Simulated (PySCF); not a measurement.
LiF, SMILES [Li][F]. The structure is a stationary point at PBE-D3(BJ)/def2-TZVPD.

Computed equilibrium geometry at PBE-D3(BJ)/def2-TZVPD (PySCF confirms it by a frequency run) as bond lengths and angles, and its point group:
point group C∞v.
Atoms: Li1 F2. Bond lengths (Å): Li1–F2 1.582.
Charge 0, spin multiplicity 1.
